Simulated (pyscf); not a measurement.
Single points on ωB97X-D3(BJ)/def2-SVP structures (PySCF, gas phase).

Task: For the elementary gas-phase step `[F][GaH2]` + `[H][H]` -> `[GaH3]` + `[FH]` (singlet surface; F–Ga, H–H broken, Ga–H, F–H formed), what barrier and reaction energy does r²SCAN/def2-TZVP give, measured from the separated reactants?

Result: ΔE‡ = 0.88 eV, ΔE = +1.00 eV. ωB97M-D3(BJ)/def2-TZVP gives 1.01 eV and +0.88 eV. Zero-point energy shifts the barrier by +0.12 eV. It is a four-centre exchange, with an imaginary mode of 1070i cm⁻¹. On the product side the descent ends in an adduct with a F–Ga contact, 0.32 eV under the separated species and 0.41 eV under the saddle at ωB97X-D3(BJ)/def2-TZVP. At r²SCAN the saddle lies under the separated products, which points to a path from their complex (located at ωB97X-D3(BJ) alone), and parting the products costs more than the saddle. What is counted as broken (F–Ga) persists as a longer contact in the product adduct; parting that adduct is a step of its own. At the saddle there is also a short Ga–H contact that neither side keeps. One saddle was located; it need not be the lowest between these sides. Elements up to Kr have no core potential and no relativistic terms here.
